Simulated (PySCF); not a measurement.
Methyl alcohol, CH4O, SMILES CO, point group Cs.

Force field and properties: PBE0/pcSseg-2 (PySCF, grid level 2). Vibrational terms come from second-order perturbation theory with semi-diagonal cubic constants, by steps of ±0.6 along the normal coordinates of each isotopologue. The parent has the commonest isotopes.

Equilibrium geometry in the parent's principal axes a, b, c (Å):

| atom | a | b | c |
| --- | --- | --- | --- |
| C1 | -0.72 | -0.01 | 0.00 |
| O2 | 0.69 | 0.06 | 0.00 |
| H3 | -1.10 | 1.01 | 0.00 |
| H4 | -1.11 | -0.52 | 0.89 |
| H5 | -1.11 | -0.52 | -0.89 |
| H6 | 1.04 | -0.82 | 0.00 |

Ground-state constants (MHz). Parent: 127385.7, 24767.2, 23963.9. A species with one ²H: 110223.0, 23503.6, 22153.1.

Task: Which position carries the label?

Result: Moments I = 505379/B are 3.9673, 20.4052, 21.0892 and 4.5851, 21.5022, 22.8130 u Å². With M = 32.0262 u and Δm = 1.0063 u, μ = MΔm/(M + Δm) = 0.9756 u. Kraitchman's equations give |a|, |b|, |c| = 1.042, 0.828, 0.097i Å. That is H6, whose equilibrium values are 1.042, 0.824, 0.000 Å. An imaginary value marks an atom near a principal plane, where vibrational terms outweigh the coordinate.

Internal rotors are held in one well.
